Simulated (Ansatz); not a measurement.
A run of Ansatz (development build ahead of 0.2.0) on doublet SiS(+) at this shape:

```xyz
2

Si    0.0000    0.0000   -1.1269
S     0.0000    0.0000    1.1269
```

Its results:

- Converged: yes
- Reference energy: -685.91336 hartree
- Correlation energy: -0.16090 hartree
- Total energy: -686.07427 hartree
- Spin squared of the determinant: 0.767
- Stability test: minimum
- Occupied orbitals by symmetry in an Abelian subgroup (alpha; beta): 9 A1 3 B1 3 B2; 9 A1 2 B1 3 B2

Messages of the program:
```
mean field -18664.65348620 eV, -685.9133642614 hartree, gradient 1.7e-6 eV, S^2 0.767430; 23 other ends of a descent, 0 dependent functions left out
```

**Question.** Which input gives this output? Name the method, the orbitals and the basis set, and write the input.

**Answer.** UHF-MP2 in def2-SVP.

```yaml
crystal:
  periodic: [false, false, false]
  atoms:
    - { symbol: Si, position_ang: [0.0, 0.0, -1.12688] }
    - { symbol: S, position_ang: [0.0, 0.0, 1.12688] }
basis:
  gaussian: { orbitals: def2-SVP }
total_charge: 1
magnetization:
  spin_polarized: true
  initial_magnetization: 1
hamiltonian:
  xc: hf
correlation:
  method: mp2
  frozen_orbitals: { S: 5, Si: 5 }
```

Caution: MP2 on this radical cation hangs on the determinant chosen; a plain start can end on a higher determinant.
